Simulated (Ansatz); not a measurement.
in.yaml

```yaml
crystal:
  periodic: [false, false, false]
  atoms:
    - {symbol: B, position_ang: [0.000000, -0.099624, 0.000000]}
    - {symbol: H, position_ang: [0.000000, 0.534274, -1.074001]}
    - {symbol: H, position_ang: [0.000000, 0.534274, 1.074001]}
basis:
  gaussian: {orbitals: "6-31++G**"}
total_charge: -1
correlation: {method: sc_nevpt2, electrons: outside_noble_gas, active_space: {window: {electrons: 2, orbitals: 2}}}
```

```sh
$ ansatz run in.yaml --threads 1 --pin off --events-out ev --progress --plain --max-ram 2393MiB
```

Q: Roughly how long does this take on 1 thread of Arm Neoverse V1, shared host, and how much host memory?

A: 0.42 s wall and 0.06 GiB.

```
279 factors; integrals over basis functions are off by at most 1.1e-3 eV
mean field evaluation 1: about -698.4140 eV, gradient 1.3e1 eV
mean field evaluation 2: about -698.4111 eV, gradient 1.3e1 eV
mean field evaluation 4: about -699.5398 eV, gradient 1.5e0 eV
mean field evaluation 8: about -699.5820 eV, gradient 5.7e-3 eV
mean field evaluation 16: about -697.3222 eV, gradient 1.6e-1 eV
mean field evaluation 32: about -697.3190 eV, gradient 9.2e-4 eV
mean field -699.58203916 eV, -25.7091657454 hartree, gradient 2.0e-6 eV, S^2 0.000000; 4 other end points of the search recorded, 0 dependent functions left out; unrestricted orbitals would lower it
reference -699.58203916 eV, -25.7091657454 hartree; 4, 4 occupied and 27, 27 virtual orbitals, 279 factors
state -700.13276986 eV, -25.7294047254 hartree
state -700.13276986 eV, -25.7294047254 hartree; corrected -702.24043344 eV, -25.8068599334 hartree
state -699.95214626 eV, -25.7227669304 hartree
state -699.95214626 eV, -25.7227669304 hartree; corrected -702.14923783 eV, -25.8035085563 hartree
state -700.13276986 eV, -25.7294047254 hartree; corrected -702.24043344 eV, -25.8068599334 hartree
2 active orbitals were swapped for others, from the solution at -699.95214498 eV, -25.7227668833 hartree to that at -700.13274076 eV, -25.7294036560 hartree; typed "places" are swapped only where nearly empty or full, and so, without "given_window_search", are "orbital_numbers", "shells" and a window whose orbitals a file names under [Active]
Total energy: -702.24043344 eV, -25.8068599334 hartree
```

For the same geometry and basis full CI lies 664.1 meV lower.
